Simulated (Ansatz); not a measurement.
System: HfO2 (P2₁/c, No. 14). Method: r²SCAN (plane waves, PAW; Ansatz, a quantum-chemistry and plane-wave program).

Numerical settings: plane-wave cutoff 560 eV, 8×8×8 k mesh, Fermi–Dirac smearing 0.01 eV, scalar-relativistic PAW data made under PBE.

The cell is scaled about its equilibrium volume:

Shape and atoms are relaxed at each volume.

| V (Å³/atom) | P (GPa) | direct gap at Γ (eV) | smallest gap on the k mesh (eV) |
|---|---|---|---|
| 11.072 | 7.19 | 5.089 | 4.843 |
| 11.303 | 3.69 | 5.027 | 4.666 |
| 11.533 | 0.00 | 5.043 | 4.594 |
| 11.764 | -3.99 | 5.077 | 4.593 |
| 11.995 | -7.77 | 5.093 | 4.603 |

The fundamental gap (4.59 eV at the equilibrium volume, with added k points) lies elsewhere than Γ–Γ.

Measured, for comparison: band gap 5.7 eV (temperature not stated, no zero-point or thermal correction, our sources range from 5.70 to 5.84; as tabulated in Choudhary et al. (2018), arXiv:1804.01032).

Note: the relaxation could not lower the start's symmetry, so the cell can be a saddle point above a distorted one; the bulk modulus comes from volumes at which shape and atoms were relaxed.

Spin–orbit coupling is not included.
